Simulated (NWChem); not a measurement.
Correlation energy of chlorine (Cl2)

SMILES: ClCl
```xyz
2

Cl     0.0000     0.0000     1.0128
Cl     0.0000     0.0000    -1.0128
```
Charge 0, spin multiplicity 1.

Program: NWChem. The geometry was optimised at PBE0/def2-SVP, a minimum by its harmonic frequencies.

Basis set: STO-3G. Each correlation energy counts from its own Hartree-Fock reference.

The correlated methods keep 10 core orbitals frozen. Coupled-cluster values serve here as a point of comparison, not as the truth.

Problem. One of these methods gave a correlation energy of -29.7 mHa. Which?
(A) SCS-MP2
(B) MP2
(C) CCSD(T)

Solution. C, CCSD(T). The others give -23.6 (SCS-MP2), -19.6 (MP2).
